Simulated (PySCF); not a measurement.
# Static response to an electric field

Compound: C5H10O.
SMILES with atom numbers: `[CH3:1]/[CH:2]=[C:3](\[CH3:4])[CH2:5][OH:6]` (hydrogens: H7, H8, H9 on C1; H10 on C2; H11, H12, H13 on C4; H14, H15 on C5; H16 on O6)

Cartesian coordinates in Å at the GFN2-xTB level; atoms count from 1:
```xyz
16
C5H10O angstrom
C      2.1114    0.7131   -0.2214
C      0.7721    0.6822    0.4385
C     -0.2291   -0.1476    0.1721
C     -0.2147   -1.2083   -0.8901
C     -1.5238   -0.0713    0.9460
O     -2.6351    0.2075    0.1172
H      2.2205   -0.0756   -0.9585
H      2.8928    0.5961    0.5291
H      2.2666    1.6766   -0.7078
H      0.6449    1.4175    1.2244
H     -1.2372   -1.4371   -1.1824
H      0.3383   -0.8922   -1.7708
H      0.2430   -2.1205   -0.5069
H     -1.4465    0.6768    1.7479
H     -1.7443   -1.0431    1.3987
H     -2.4664    1.0348   -0.3473
```

Level: PBE0/def2-SVPD (PySCF), static field, nuclei fixed, core orbitals frozen in the response. The polarisability tensor in these axes (au):

```
x   80.33  8.86 -1.48
y    8.86 64.41  4.69
z   -1.48  4.69 59.61
```

Task: Give the principal values, the mean and the anisotropy Δα = √{½[(α1 − α2)² + (α2 − α3)² + (α1 − α3)²]}.

Result: Principal values 55.12, 64.93 and 84.29 au; mean 68.12 au = 10.09 Å³ = 11.23 × 10⁻⁴⁰ C²·m²/J; Δα = 25.71 au (38 % of the mean).

Task: What is the dipole moment, and where does it point?

Result: (1.63, 0.75, -0.12) D, 1.80 D in size, pointing from the negative to the positive side. Measured along this direction, the outermost atoms are O6 at the negative end and H8 and H9 at the positive end.

Task: Find the Langevin capture rate constant for NO+ (29.998 u) meeting this molecule (86.073 u), k = 2.342 × 10⁻⁹ cm³/s × √(α in Å³ / reduced mass in u).

Result: The reduced mass is 22.25 u, so k = 1.58 × 10⁻⁹ cm³/s. The formula leaves out the permanent dipole, which adds to the capture rate.

Task: Give the principal axes and the span of the nuclei along them.

Result: Largest value along (0.91, 0.41, 0.02), where the nuclei span 5.21 Å; middle along (-0.32, 0.67, 0.67), 3.99 Å; least along (0.26, -0.62, 0.74), 2.77 Å. The response follows the extents in order.

Task: Refractivity n − 1 of an ideal gas of it at 400 K and 1 atm, from the electronic α?

Result: N = p/kT = 1.8347 × 10¹⁹ cm⁻³, so n − 1 = 2π × N × 10.09 × 10⁻²⁴ cm³ = 1164 × 10⁻⁶ at long wavelengths.

Task: Estimate the molar refractivity from the static electronic polarisability.

Result: Lorentz–Lorenz: R = (4π/3)N_A α = 2.5225 cm³/(mol·Å³) × 10.09 Å³ = 25.5 cm³/mol, in the limit of long wavelengths.

Isolated species at its GFN2-xTB geometry (one conformer only).
